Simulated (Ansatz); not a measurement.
`O=BO`. The species carries charge 0 and has multiplicity 1. Geometry: relaxed with PBE0-D4/def2-TZVP. It is one conformer, not always the lowest.

```xyz
4

O     0.422   -1.449   -0.773
B     0.048   -0.389   -0.325
O    -0.390    0.777    0.118
H    -0.080    1.061    0.981
```

(1) What is the dipole moment at B3LYP/def2-TZVPP? (Estimate.)

(2) And with PBE, r2SCAN, ωB97M-V? (Best estimate.)

(3) Give the Mulliken charges with B3LYP, ωB97M-V, r2SCAN in def2-TZVPP. (Estimate.)

Results:

(1) The calculation gave: 3.85 D, with components (-0.28, 2.87, 2.54) D in this frame, pointing from negative to positive charge.

(2) Computed: PBE 3.73 D, r2SCAN 3.84 D, ωB97M-V 3.88 D.

(3) Computed: 
```
atom  B3LYP  ωB97M-V  r2SCAN
  O1  -0.23    -0.29   -0.27
  B2   0.26     0.36    0.33
  O3  -0.26    -0.29   -0.29
  H4   0.23     0.22    0.24
```

B3LYP here is the variant with VWN-RPA as its local correlation; programs differ in this.
